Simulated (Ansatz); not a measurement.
Input file:

```yaml
crystal:
  periodic: [false, false, false]
  atoms:
    - {symbol: Ge, position_ang: [0.000000, 0.000000, 0.000000]}
    - {symbol: N, position_ang: [0.000000, 0.000000, 1.901100]}
basis:
  gaussian: {orbitals: STO-3G}
total_charge: 1
magnetization: {spin_polarized: false, initial_magnetization: 4}
hamiltonian: {xc: {name: B3LYP}}
correlation: {method: ccsd, electrons: outside_noble_gas}
```

```sh
$ ansatz run in.yaml --threads 1 --pin off --events-out ev --progress --plain --max-ram 2393MiB
```

Output:

```
237 factors; integrals over basis functions are off by at most 4.9e-5 eV
mean field evaluation 1: about -57158.6321 eV, gradient 1.3e2 eV
mean field evaluation 2: about -57158.6369 eV, gradient 1.3e2 eV
mean field evaluation 4: about -57144.4781 eV, gradient 1.0e2 eV
mean field evaluation 8: about -57230.4358 eV, gradient 3.7e1 eV
mean field evaluation 16: about -57322.8662 eV, gradient 4.6e-1 eV
mean field evaluation 32: about -57314.1404 eV, gradient 3.2e-5 eV
mean field evaluation 64: about -57318.1101 eV, gradient 1.3e0 eV
mean field evaluation 96: about -57314.9918 eV, gradient 5.4e0 eV
mean field evaluation 128: about -57304.3248 eV, gradient 2.3e1 eV
mean field -57322.85051847 eV, -2106.5759017302 hartree, gradient 1.3e-6 eV, S^2 6.000000; 5 other end points of the search recorded, 0 dependent functions left out
mean field evaluation 160: about -57284.7357 eV, gradient 3.3e-1 eV
15 core orbitals not correlated, not the lowest: weight in the atoms' cores, before any rotation towards them, 0.828 or more for the frozen orbitals, at most 0.054 for the correlated occupied ones
reference -57283.04413451 eV, -2105.1130441014 hartree; 6, 2 occupied and 2, 6 virtual orbitals, 237 factors
second order -0.80037875 eV of doubles, -0.15361478 eV of singles
cycle   1  -1.17644554 eV  change   -2.2e-1 eV  update   5.9e-2
cycle   2  -1.33499522 eV  change   -1.6e-1 eV  update   2.6e-2
cycle   3  -1.35787613 eV  change   -2.3e-2 eV  update   8.2e-3
cycle   4  -1.36152677 eV  change   -3.7e-3 eV  update   4.1e-3
cycle   5  -1.36325459 eV  change   -1.7e-3 eV  update   2.1e-3
cycle   6  -1.36278301 eV  change    4.7e-4 eV  update   9.7e-4
cycle   7  -1.36365870 eV  change   -8.8e-4 eV  update   2.7e-4
cycle   8  -1.36322445 eV  change    4.3e-4 eV  update   1.0e-4
cycle   9  -1.36342035 eV  change   -2.0e-4 eV  update   4.7e-5
cycle  10  -1.36334786 eV  change    7.2e-5 eV  update   1.5e-5
cycle  11  -1.36335149 eV  change   -3.6e-6 eV  update   3.5e-6
Total energy: -57284.40748600 eV, -2105.1631463447 hartree
```

Ran on 1 thread of Arm Neoverse N1, shared host: 7.5 s wall, 0.19 GiB peak host memory.
